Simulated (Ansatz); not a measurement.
Start from `CCOC=O` and change one atom or group to get `O=COC=O`.

Ansatz, PBE0-D4/def2-TZVP geometries, multiplicity 1. Each molecule was computed in one conformer, which needn't be the lowest.

```csv
property,`CCOC=O`
HOMO–LUMO gap (PBE/def2-TZVPP) / eV,5.53
HOMO energy (ωB97M-V/def2-TZVPP) / eV,-10.71
size of the dipole moment (B3LYP/def2-TZVPP) / D,1.98
HOMO energy (PBE0/def2-TZVPP) / eV,-8.25
HOMO energy (PBE/def2-TZVPP) / eV,-6.57
HOMO–LUMO gap (PBE0/def2-TZVPP) / eV,8.38
```

(1) What does the change do to each property? (An estimate is asked.)

Results:

(1) Computed: 
| property | `O=COC=O` | shift |
| --- | --- | --- |
| HOMO–LUMO gap (PBE/def2-TZVPP) / eV | 4.21 | -1.32 |
| HOMO energy (ωB97M-V/def2-TZVPP) / eV | -10.87 | -0.16 |
| size of the dipole moment (B3LYP/def2-TZVPP) / D | 3.28 | 1.30 |
| HOMO energy (PBE0/def2-TZVPP) / eV | -8.49 | -0.24 |
| HOMO energy (PBE/def2-TZVPP) / eV | -6.84 | -0.27 |
| HOMO–LUMO gap (PBE0/def2-TZVPP) / eV | 7.02 | -1.36 |

With PBE0 the HOMO falls by 0.24 eV and the LUMO falls by 1.58 eV, so the gap narrows by about 1.34 eV. PBE moves the HOMO by -0.27 eV and ωB97M-V by -0.16 eV. Dipoles are sizes alone; their direction can turn.

B3LYP here is the variant with VWN-RPA as its local correlation; programs differ in this.
